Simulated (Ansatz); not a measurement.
**SiPHCl (quartet): the correlation ladder, cc-pVTZ**

One table from this session's results is given with a row withheld; the runs are named, their logs left out.

Computed with Ansatz 0.2.0, Gaussian basis. Level: cc-pVTZ, core rule «outside noble gas», up to 15 orbitals frozen.

The runs, in order: UHF; CCSD(T) on ROHF; CCSD(T) on UHF; BCCD(T) on ROHF; CCSDT(Q) on ROHF; CCSDT(Q) on UHF.

5 further runs of the same task are left out: 5 set aside as unsound or not needed. Runs told in other sessions of the task aren't counted.

## The geometry

The geometry is a PBE0/def2-TZVP stationary point (not a proven minimum).

4 atoms, charge 0, spin multiplicity 4.

Atoms are counted from 1 here; the program's logs count them from 0.

Bond lengths: Cl1–Si2 2.068 Å, Si2–P3 2.282 Å, P3–H4 1.429 Å. Angles: Cl1–Si2–P3 112.5°, Si2–P3–H4 96.7°.

Geometry (Å):

```xyz
4
ClHPSi
Cl    0.0175   -0.3727    1.7034
Si    0.0191    0.8504    0.0364
P    -0.0806   -0.3319   -1.9129
H     1.3277   -0.3878   -2.1471
```

Set-up of the first run:

in.yaml

```yaml
crystal:
  periodic: [false, false, false]
  atoms:
    - {symbol: Cl, position_ang: [0.017539, -0.372733, 1.703409]}
    - {symbol: Si, position_ang: [0.019119, 0.850411, 0.036379]}
    - {symbol: P, position_ang: [-0.080618, -0.331858, -1.912861]}
    - {symbol: H, position_ang: [1.327734, -0.387755, -2.147109]}
basis:
  gaussian: {orbitals: cc-pVTZ}
magnetization: {spin_polarized: true, initial_magnetization: 3}
hamiltonian: {xc: hf}
output: {orbitals: {seedname: orbitals}}
```

Launch:

```bash
$ ansatz run in.yaml --threads 1 --pin off --events-out ev --progress --plain --max-ram 4096MiB --backend cpu
```

Among the steps run: UHF; CCSD(T) on ROHF; CCSD(T) on UHF; BCCD(T) on ROHF; CCSDT(Q) on ROHF; CCSDT(Q) on UHF.

One table of the session follows, with a row left open; its other results are not shown here.

```
   method  from UCCSDT(Q) (meV)
     ROHF              +12616.5
      UHF              +12408.1
     RMP2               +1887.4
     UMP2               +1917.0
    RCCSD                +656.7
    UCCSD                +646.9
 RCCSD(T)                     ?
 UCCSD(T)                 +89.1
  BCCD(T)                 +85.3
   RCCSDT                 +35.4
   UCCSDT                 +32.7
RCCSDT(Q)                  +4.2
UCCSDT(Q)                     0
```

Estimate the missing values for RCCSD(T).

**Answer.** from UCCSDT(Q) (meV): +89.5. In the column «from UCCSDT(Q) (meV)» it lies between UCCSD(T) (+89.1) and UCCSD (+646.9).

With the free atoms at the same levels and basis (separate runs), the atomisation energy is 7.963 eV at UCCSDT(Q), 7.944 eV at RCCSD(T), 7.941 eV at UCCSD(T), 5.699 eV at ROHF.

Caveats from the session: Restricted and unrestricted rows rest on different reference determinants; a gap between their highest levels can come from leftover correlation error, from unlike frozen cores or from another state.
